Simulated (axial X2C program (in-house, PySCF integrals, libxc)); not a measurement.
Excited states of OH⁻ by EOM-EE-CCSD

Computed with an axial X2C code built on PySCF integrals: two-component X2C with atomic mean-field Coulomb and Gaunt terms, Gaussian nuclei, basis O dyall-av3z, H dyall-av3z with contracted cores.

R = 0.962 Å (near the PBE0 minimum at charge -1 of the determinant lowest at the starting distance; the state shown can have its own minimum elsewhere).

Vertical excitation energies from the closed-shell determinant state of OH⁻:

```csv
Ω,excitation (eV),cm⁻¹,hole of the leading pair,particle of the leading pair,weight of the pair (for Ω = 0 its time-reversed partner can hold as much again),singles weight
2,2.259,18220,"82% O pπ, 12% H pπ, 6% H dπ",91% H sσ,0.92,0.92
1,2.268,18290,"82% O pπ, 12% H pπ, 6% H dπ",91% H sσ,0.57,0.92
0⁻,2.279,18379,"82% O pπ, 12% H pπ, 6% H dπ",91% H sσ,0.46,0.92
0⁺,2.279,18379,"82% O pπ, 12% H pπ, 6% H dπ",91% H sσ,0.46,0.92
1,2.353,18981,"82% O pπ, 12% H pπ, 6% H dπ",93% H sσ,0.57,0.92
2,4.116,33197,"82% O pπ, 12% H pπ, 6% H dπ",90% O pσ,0.93,0.93
1,4.124,33261,"82% O pπ, 12% H pπ, 6% H dπ",90% O pσ,0.64,0.93
0⁻,4.136,33356,"82% O pπ, 12% H pπ, 6% H dπ",90% O pσ,0.46,0.93
0⁺,4.136,33356,"82% O pπ, 12% H pπ, 6% H dπ",90% O pσ,0.47,0.93
1,4.176,33681,"82% O pπ, 12% H pπ, 6% H dπ",91% O pσ,0.64,0.92
```

This point took 12 s on 1 thread of Arm Neoverse V2, with other jobs on the host.

Reference electrons by ω block (each with its −ω partner): 1/2: 4, 3/2: 1. 8 electrons of OH⁻ correlated (inner shells frozen), 88 natural virtual spinors (a truncated set); levels can be off by some tenths of an eV. Roots sought by Ω: (0: 5, 1: 4, 2: 3, 3: 1); the list ends where they run out and leaves out roots under 60 % singles weight. The solver can skip a root, and states that need a further excitation, which the method places far too high, are missing though they may lie low or lowest. T1 of the reference 0.025 (Lee–Taylor). The highest Hartree–Fock level of the anion lies at -2.95 eV; relaxation, partly offset by correlation, puts the detachment threshold some tenths of an eV to over one eV lower in magnitude, and states above it are held by the basis set and are not bound. Number of frozen shells: O 1 s; H none. Large amplitudes in the reference (orbital relaxation or multireference character) lower the reliability.
